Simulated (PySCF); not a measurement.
Gas-phase reaction: 4 SiF3 + SiH3F + 2 HF → 5 SiHF3

Energies from PySCF, thermal terms from the rigid-rotor harmonic-oscillator model, ideal gas at 1 bar. 'Table' is the NASA 1993 thermochemical table (part measured, part estimated). After a fit of one offset per element over all species, the range-separated, M06-2X, PBE0/def2-QZVP and CCSD(T)/def2-TZVPP enthalpies, where run, lie to one side of the table for SiF3 (+99 kJ/mol), SiH3F (+16 kJ/mol): a fault of the table's entry, another state or a shared error of the levels is possible; this was not checked at source. † marks an energy on the PBE0/def2-TZVP geometry and frequencies. MP2 freezes the core. Open shells (unrestricted): SiF3 (multiplicity 2); the rest are closed-shell singlets. For this reaction the table lies outside the span of B3LYP, CCSD(T), M06-2X, MP2, PBE0, r2SCAN, ωB97M-V, ωB97X-V in their largest bases here; which side is off was not settled. MP2 isn't extrapolated to the basis-set limit. The table's entry may be an old estimate for SiF3, SiH3F, SiHF3 (not checked at source).

```
level              ΔH°(298 K), kJ
-----------------  --------------
table                      -741.1
M06-2X/def2-TZVP†             [?]
MP2/def2-SVP†                 [?]
MP2/def2-TZVPP†           -1099.2
PBE0/def2-SVP†                [?]
r2SCAN/def2-TZVP†         -1056.5
LDA/def2-TZVP†            -1117.1
```

**Question.** What belongs in the gaps?

**Answer.** 
- M06-2X/def2-TZVP†, ΔH°(298 K), kJ: -1094.1
- MP2/def2-SVP†, ΔH°(298 K), kJ: -1081.6
- PBE0/def2-SVP†, ΔH°(298 K), kJ: -1051.0
